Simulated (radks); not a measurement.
# F⁴⁺ in [He] 2s2 2p1: an all-electron calculation

The task here is to estimate one member of a computed series from the others.

Method: scalar-relativistic Kohn-Sham, r2SCAN, spin-polarised, spherical densities, finite nucleus; open shells are filled with parallel spins first. Code: radks (a radial shooting solver on a logarithmic mesh, Libxc functionals) version 1.

### The system

- element: fluorine (Z = 9)
- charge: +4
- electrons: 5
- configuration: [He] 2s2 2p1
- nuclear rms radius: 2.8976 fm

The outer shells:

F⁴⁺
```
[He] core
2s [↑↓]
2p [↑ ][  ][  ]
```

The first run:

The run's settings:

```text
Z 9
configuration [He] 2s2 2p1
relativity scalar-relativistic
functional r2scan,r2scan
spin polarised
nucleus finite rms 2.8976 fm
c 137.035999084
```

One of the session's tables, all rows but one given; the rest of the session is left out.

It belongs to the step «Radial structure». Radial moments (bohr):

```
  level     <r>  outermost maximum (interpolated)  90 % within
  1s up  0.1756                             0.114        0.314
1s down  0.1751                             0.114        0.313
  2s up  0.8337                             0.696         1.29
2s down  0.8462                             0.704         1.31
  2p up       ?                                 ?            ?
2p down  0.7876                             0.612         1.29
```

Q: Estimate the row for 2p up from the others.

As computed: <r>: 0.7705; outermost maximum (interpolated): 0.599; 90 % within: 1.26. In the column «<r>» it lies between 1s up (0.1756) and 2p down (0.7876).

To keep in mind: Open shells are spherical and high-spin; term and fine-structure splittings are not resolved.
